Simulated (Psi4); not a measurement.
Psi4 input (PBE/6-31G):

```
memory 8100 MB

molecule {
0 1
H    -0.00000000   -0.00000000   -0.37201156
H     0.00000000    0.00000000    0.37201156
}

set {
  basis 6-31g
  scf_type df
}

energy('pbe')
print_variables()
```

Output:

```
-----------------------------------------------------------------------
          Psi4: An Open-Source Ab Initio Electronic Structure Package
                               Psi4 1.11 release

    D. G. A. Smith, L. A. Burns, A. C. Simmonett, R. M. Parrish,
    M. C. Schieber, R. Galvelis, P. Kraus, H. Kruse, R. Di Remigio,
    A. Alenaizan, A. M. James, S. Lehtola, J. P. Misiewicz, M. Scheurer,
    R. A. Shaw, J. B. Schriber, Y. Xie, Z. L. Glick, D. A. Sirianni,
    J. S. O'Brien, J. M. Waldrop, A. Kumar, E. G. Hohenstein,
    B. P. Pritchard, B. R. Brooks, H. F. Schaefer III, A. Yu. Sokolov,
    K. Patkowski, A. E. DePrince III, U. Bozkaya, R. A. King,
    F. A. Evangelista, J. M. Turney, T. D. Crawford, C. D. Sherrill,
    J. Chem. Phys. 152(18) 184108 (2020). https://doi.org/10.1063/5.0006002

                            Additional Code Authors
    E. T. Seidl, C. L. Janssen, E. F. Valeev, M. L. Leininger,
    J. F. Gonthier, R. M. Richard, H. R. McAlexander, M. Saitow, X. Wang,
    P. Verma, M. H. Lechner, A. Jiang, S. Behnle, A. G. Heide,
    M. F. Herbst, D. L. Poole, T. Győri, E. C. Mitchell, J. P. Pederson,
    and A. M. Wallace

             Previous Authors, Complete List of Code Contributors,
                       and Citations for Specific Modules
    https://github.com/psi4/psi4/blob/master/codemeta.json
    https://github.com/psi4/psi4/graphs/contributors
    https://psicode.org/psi4manual/master/introduction.html#citing-psifour

    -----------------------------------------------------------------------

    Threads:    4
    Addons:     a̶d̶c̶c̶, a̶m̶b̶i̶t̶, b̶s̶e̶, c̶c̶t̶3̶, c̶f̶o̶u̶r̶, c̶h̶e̶m̶p̶s̶2̶, c̶p̶p̶e̶, d̶d̶x̶,
                d̶f̶t̶d̶3̶, d̶f̶t̶d̶4̶, dkh, ecpint, einsums, f̶o̶r̶t̶e̶, gauxc, g̶c̶p̶,
                g̶d̶m̶a̶, g̶e̶o̶m̶e̶t̶r̶i̶c̶, g̶p̶u̶_̶d̶f̶c̶c̶, i̶n̶t̶e̶g̶r̶a̶t̶o̶r̶x̶x̶,
                i̶p̶i̶, l̶i̶b̶e̶f̶p̶, m̶d̶i̶, m̶p̶2̶d̶, m̶r̶c̶c̶, ooo,
                o̶p̶e̶n̶f̶e̶r̶m̶i̶o̶n̶p̶s̶i̶4̶, pcmsolver, p̶s̶i̶4̶f̶o̶c̶k̶c̶i̶, p̶s̶i̶x̶a̶s̶,
                p̶y̶e̶i̶n̶s̶u̶m̶s̶, r̶e̶s̶p̶, s̶i̶m̶i̶n̶t̶, s̶n̶s̶m̶p̶2̶,
                v̶2̶r̶d̶m̶_̶c̶a̶s̶s̶c̶f̶

  ==> Input File <==

--------------------------------------------------------------------------
memory 8100 MB

molecule {
0 1
H    -0.00000000   -0.00000000   -0.37201156
H     0.00000000    0.00000000    0.37201156
}

set {
  basis 6-31g
  scf_type df
}

energy('pbe')
print_variables()
--------------------------------------------------------------------------

   => Libint2 <=

    Primary   basis highest AM E, G, H:  7, 6, 3
    Auxiliary basis highest AM E, G, H:  7, 7, 4
    Onebody   basis highest AM E, G, H:  -, -, -
    Solid Harmonics ordering:            Gaussian

   => Loading Basis Set <=

    Name: 6-31G
    Role: ORBITAL
    Keyword: BASIS
    atoms 1-2 entry H          line    26 file 6-31g.gbs

         ---------------------------------------------------------
                                   SCF
               by Justin Turney, Rob Parrish, Andy Simmonett
                          and Daniel G. A. Smith
                              RKS Reference
                        4 Threads,   7724 MiB Core
         ---------------------------------------------------------

  ==> Geometry <==

    Molecular point group: d2h
    Full point group: D_inf_h

    Geometry (in Angstrom), charge = 0, multiplicity = 1:

       Center              X                  Y                   Z               Mass
    ------------   -----------------  -----------------  -----------------  -----------------
         H            0.000000000000     0.000000000000    -0.372011560000     1.007825032230
         H            0.000000000000     0.000000000000     0.372011560000     1.007825032230

  Running in d2h symmetry.

  Rotational constants: A = ************  B =     60.43221  C =     60.43221 [cm^-1]
  Rotational constants: A = ************  B = 1811712.12794  C = 1811712.12794 [MHz]
  Nuclear repulsion =    0.711237589861455

  Charge       = 0
  Multiplicity = 1
  Electrons    = 2
  Nalpha       = 1
  Nbeta        = 1

  ==> Algorithm <==

  SCF Algorithm Type is DF.
  DIIS enabled.
  MOM disabled.
  Fractional occupation disabled.
  Guess Type is SAD.
  Energy threshold   = 1.00e-06
  Density threshold  = 1.00e-06
  Integral threshold = 1.00e-12

  ==> Primary Basis <==

  Basis Set: 6-31G
    Blend: 6-31G
    Number of shells: 4
    Number of basis functions: 4
    Number of Cartesian functions: 4
    Spherical Harmonics?: false
    Max angular momentum: 0

  ==> DFT Potential <==

   => LibXC <=

    Version 7.1.2
    S. Lehtola, C. Steigemann, M. J. T. Oliveira, and M. A. L. Marques,  SoftwareX 7, 1–5 (2018) (10.1016/j.softx.2017.11.002)

   => Composite Functional: PBE <=

    PBE GGA Exchange-Correlation Functional

    J.P. Perdew et. al., Phys. Rev. Lett., 77(18), 3865-3868, 1996

    Deriv               =              1
    GGA                 =           TRUE
    Meta                =          FALSE

    Exchange Hybrid     =          FALSE
    MP2 Hybrid          =          FALSE

   => Exchange Functionals <=

    1.0000     XC_GGA_X_PBE

   => Correlation Functionals <=

    1.0000     XC_GGA_C_PBE

   => LibXC Density Thresholds  <==

    XC_GGA_C_PBE:  1.00E-12
    XC_GGA_X_PBE:  1.00E-15

   => Molecular Quadrature <=

    Radial Scheme          =       TREUTLER
    Pruning Scheme         =           NONE
    Nuclear Scheme         =       TREUTLER

    Blocking Scheme        =         OCTREE
    BS radius alpha        =              1
    Pruning alpha          =              1
    Radial Points          =             75
    Spherical Points       =            302
    Total Points           =          44640
    Total Blocks           =            392
    Max Points             =            256
    Max Functions          =              4
    Weights Tolerance      =       1.00E-15

   => Loading Basis Set <=

    Name: (6-31G AUX)
    Role: JKFIT
    Keyword: DF_BASIS_SCF
    atoms 1-2 entry H          line    51 file cc-pvdz-jkfit.gbs

  ==> Integral Setup <==

  DFHelper Memory: AOs need 0.000 GiB; user supplied 5.652 GiB.
  SCF_SUBTYPE=INCORE selected. In-core MEM_DF algorithm will be used.
  Using in-core AOs.

  ==> MemDFJK: Density-Fitted J/K Matrices <==

    J tasked:                   Yes
    K tasked:                    No
    wK tasked:                   No
    OpenMP threads:               4
    Algorithm:                 Core
    Schwarz Cutoff:           1E-12
    Mask sparsity (%):       0.0000
    Fitting Condition:        1E-10

   => Auxiliary Basis Set <=

  Basis Set: (6-31G AUX)
    Blend: CC-PVDZ-JKFIT
    Number of shells: 18
    Number of basis functions: 50
    Number of Cartesian functions: 50
    Spherical Harmonics?: false
    Max angular momentum: 2

  Cached 100.0% of DFT collocation blocks in 0.005 [GiB].

  Minimum eigenvalue in the overlap matrix is 2.8905184140E-01.
  Reciprocal condition number of the overlap matrix is 1.6894248955E-01.
    Using symmetric orthogonalization.

  ==> Pre-Iterations <==

  SCF Guess: Superposition of Atomic Densities via on-the-fly atomic UHF (no occupation information).

   -------------------------
    Irrep   Nso     Nmo
   -------------------------
     Ag         2       2
     B1g        0       0
     B2g        0       0
     B3g        0       0
     Au         0       0
     B1u        2       2
     B2u        0       0
     B3u        0       0
   -------------------------
    Total       4       4
   -------------------------

  ==> Iterations <==

                           Total Energy        Delta E     RMS |[F,P]|

   @DF-RKS iter SAD:    -0.95717774698117   -9.57178e-01   0.00000e+00
   @DF-RKS iter   1:    -1.15668988780101   -1.99512e-01   2.75573e-02 DIIS/ADIIS
   @DF-RKS iter   2:    -1.16161603736210   -4.92615e-03   6.99918e-03 DIIS/ADIIS
   @DF-RKS iter   3:    -1.16195174200252   -3.35705e-04   9.40258e-05 DIIS
   @DF-RKS iter   4:    -1.16195180266903   -6.06665e-08   1.27610e-07 DIIS
  Energy and wave function converged.

  ==> Post-Iterations <==

   Electrons on quadrature grid:
      Ntotal   =    2.0000000054 ; deviation = 5.421e-09

    Orbital Energies [Eh]
    ---------------------

    Doubly Occupied:

       1Ag    -0.380409

    Virtual:

       1B1u    0.078792     2Ag     0.553863     2B1u    1.054808

    Final Occupation by Irrep:
             Ag   B1g   B2g   B3g    Au   B1u   B2u   B3u
    DOCC [     1,    0,    0,    0,    0,    0,    0,    0 ]
    NA   [     1,    0,    0,    0,    0,    0,    0,    0 ]
    NB   [     1,    0,    0,    0,    0,    0,    0,    0 ]

  @DF-RKS Final Energy:    -1.16195180266903

   => Energetics <=

    Nuclear Repulsion Energy =              0.7112375898614546
    One-Electron Energy =                  -2.4917968061629954
    Two-Electron Energy =                   1.3080349771349675
    DFT Exchange-Correlation Energy =      -0.6894275635024529
    Empirical Dispersion Energy =           0.0000000000000000
    VV10 Nonlocal Energy =                  0.0000000000000000
    Total Energy =                         -1.1619518026690263

Computation Completed

Properties will be evaluated at   0.000000,   0.000000,   0.000000 [a0]

Properties computed using the SCF density matrix

 Multipole Moments:

 ------------------------------------------------------------------------------------
     Multipole            Electronic (a.u.)      Nuclear  (a.u.)        Total (a.u.)
 ------------------------------------------------------------------------------------

 L = 1.  Multiply by 2.5417464519 to convert [e a0] to [Debye]
 Dipole X            :          0.0000000            0.0000000            0.0000000
 Dipole Y            :          0.0000000            0.0000000            0.0000000
 Dipole Z            :          0.0000000            0.0000000            0.0000000
 Magnitude           :                                                    0.0000000

 ------------------------------------------------------------------------------------

  Variable Map:
  ----------------------------------------------------------------------------
  "CURRENT ENERGY"              =>      -1.161951802669
  "CURRENT REFERENCE ENERGY"    =>      -1.161951802669
  "DD SOLVATION ENERGY"         =>       0.000000000000
  "DFT FUNCTIONAL TOTAL ENERGY" =>      -1.161951802669
  "DFT TOTAL ENERGY"            =>      -1.161951802669
  "DFT VV10 ENERGY"             =>       0.000000000000
  "DFT XC ENERGY"               =>      -0.689427563502
  "GRID ELECTRONS ALPHA"        =>       1.000000002710
  "GRID ELECTRONS BETA"         =>       1.000000002710
  "GRID ELECTRONS TOTAL"        =>       2.000000005421
  "NUCLEAR REPULSION ENERGY"    =>       0.711237589861
  "ONE-ELECTRON ENERGY"         =>      -2.491796806163
  "PCM POLARIZATION ENERGY"     =>       0.000000000000
  "PE ENERGY"                   =>       0.000000000000
  "SCF ITERATION ENERGY"        =>      -1.161951802669
  "SCF ITERATIONS"              =>       4.000000000000
  "SCF TOTAL ENERGY"            =>      -1.161951802669
  "TWO-ELECTRON ENERGY"         =>       1.308034977135
  "XC GRID RADIAL POINTS"       =>      75.000000000000
  "XC GRID SPHERICAL POINTS"    =>     302.000000000000
  "XC GRID TOTAL POINTS"        =>   44640.000000000000

  Array Variable Map:
  ----------------------------------------------------------------------------
  "CURRENT DIPOLE"              =>       0.000000000000 ... 0.000000000000 1 by 3
  "SCF DIPOLE"                  =>       0.000000000000 ... 0.000000000000 1 by 3
  "SCF TOTAL ENERGIES"          =>      -0.957177746981 ... -1.161951802669 1 by 5

*** Psi4 exiting successfully. Buy a developer a beer!
```
